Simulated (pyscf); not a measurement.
Thermochemistry of product channels of O=Cr(=O)(F)–F + H• on the doublet surface, in eV, from ωB97M-D3(BJ)/def2-TZVP energies (ideal gas, 1 atm, RRHO with modes under 100 cm⁻¹ raised to 100, one conformer, R ln 2 for chiral ones without a mode under 150 cm⁻¹). Structures and frequencies: ωB97X-D3(BJ)/def2-SVP in PySCF.

```tsv
products	ΔE	ΔH(298 K)	ΔG(298 K)	ΔG(900 K)
[O=Cr(=O)–F]• + HF	-1.95	-1.79	-1.98	___
O=CrH(=O)–F + F•	___	+1.83	+1.75	+1.61
```

Q: Complete the blanks.

A: 
- [O=Cr(=O)–F]• + HF, ΔG(900 K): -2.31
- O=CrH(=O)–F + F•, ΔE: +1.73

These are energies of the channels, which say nothing of barriers. Left out: orbital degeneracy and the spin-orbit lowering of F. Open-shell species with a d-block atom are single-reference here; other states, and whether the spin sits on metal or ligand, were not checked.
